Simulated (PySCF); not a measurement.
Working out the ionisation energy of Mg

Mg [Ne] 3s2 (1S) → Mg⁺ [Ne] 3s1 (2S). Calculation: PySCF 2.14, in x2c-TZVPPall with one added diffuse shell each of s, p, d type (6s5p4d, 41 functions); the spin-free X2C one-electron Hamiltonian (Gaussian nucleus). Frozen: 1s2. Energies in hartree (1 hartree = 27.21139 eV):

| part | Mg (lower) | Mg⁺ (upper) |
| --- | --- | --- |
| UHF | -199.912941 | -199.669636 |
| CCSD correlation | -0.201490 | -0.167355 |
| (T) | -0.002064 | -0.001166 |

Task: What does Hartree-Fock give?

Result: (-199.669636) − (-199.912941) = 0.243305 hartree = 6.621 eV.

Task: What do CCSD and CCSD(T) give?

Result: The CCSD correlation energies differ by 0.034135 hartree = 0.929 eV and the triples by 0.000898 hartree = 0.024 eV, so CCSD gives 7.550 eV and CCSD(T) 7.574 eV.

Measured between the centres of the two terms (NIST): 7.646 eV, so CCSD(T) (valence and next inner shell) is off by -0.072 eV.

What remains against the reference includes basis incompleteness, the frozen core and higher excitations.
